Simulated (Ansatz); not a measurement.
**[H···H···CH3], doublet in 6-31G: errors against full CI**

Geometry: a point of a hydrogen-transfer path between rigid fragments, not a stationary point.

```yaml
atoms:
  - { symbol: H, position_ang: [-1.8667, 0.0000, 0.0000] }
  - { symbol: H, position_ang: [-1.1217, 0.0000, 0.0000] }
  - { symbol: C, position_ang: [0.2003, 0.0000, 0.0000] }
  - { symbol: H, position_ang: [0.2003, -1.0800, 0.0000] }
  - { symbol: H, position_ang: [0.2003, 0.5400, 0.9353] }
  - { symbol: H, position_ang: [0.2003, 0.5400, -0.9353] }
```

Basis 6-31G; Ansatz 0.2.0. Only valence electrons are correlated (noble-gas cores frozen), which leaves 9 electrons in 18 orbitals. R marks a restricted (for open shells ROHF) determinant, U an unrestricted one. Active spaces: pair = (3e, 3o) about the gap; valence = (9e, 9o) chosen from the atoms' valence shells.

Full CI is exact within this basis and frozen core; it isn't the basis-set limit. The frozen core follows each run's orbitals, which can shift R against U totals by a few meV.

For open shells CISD is restricted-active-space CI with the open shells as a complete middle space.

The UHF ⟨S²⟩ is 0.778, the T1 diagnostic (RCCSD) is 0.0233 and the largest doubles amplitude (RCCSD) is 0.063. The T1 diagnostic (UCCSD) is 0.0116.

```tsv
level	E − E(full CI) (kJ/mol)	share of correlation (%)	wall time
RHF	348.5	0.00	–
UHF	328.0	5.88	–
RMP2	70.8	79.69	–
UMP2	69.1	80.18	–
CISD	21.4	93.87	0.33 s
RCCSD	5.7	98.37	–
UCCSD	5.6	98.41	–
RCCSD(T)	1.1	99.69	0.45 s
UCCSD(T)	1.2	99.67	0.42 s
BCCD(T)	1.1	99.67	0.48 s
RCCSDT	0.3	99.92	–
UCCSDT	0.3	99.93	–
RCCSDT(Q)	0.0	99.99	2.7 s
UCCSDT(Q)	0.0	100.00	2.4 s
RCCSDTQ	0.0	100.00	26 s
CASSCF (pair space)	293.5	15.78	–
NEVPT2 (pair space)	56.7	83.73	0.18 s
CASSCF (valence space)	117.4	66.32	–
NEVPT2 (valence space)	26.8	92.31	2 s
MRCISD (valence space)	2.8	99.19	–
MRCISD+Q (valence space)	0.5	99.86	3.4 s
```

The correlation energy at full CI, counted from RHF, is -3.612 eV. That run took 77 s on 1 thread of Arm Neoverse V1, shared host over 13,106,016 determinants.

Times hold each run's SCF and search for its determinant on a shared host, so for small cases they say little of a method's own cost; they ran on 1 thread of Arm Neoverse V1.

The full-CI state has the irrep A' of Cs, in the program's axes (one component, if the state is degenerate).

Natural occupations of full CI about the gap: 1.979 1.969 1.969 1.964 0.996 0.030 0.022 0.022 0.021 0.007; effectively unpaired electrons, Σ n²(2−n)², 1.02.
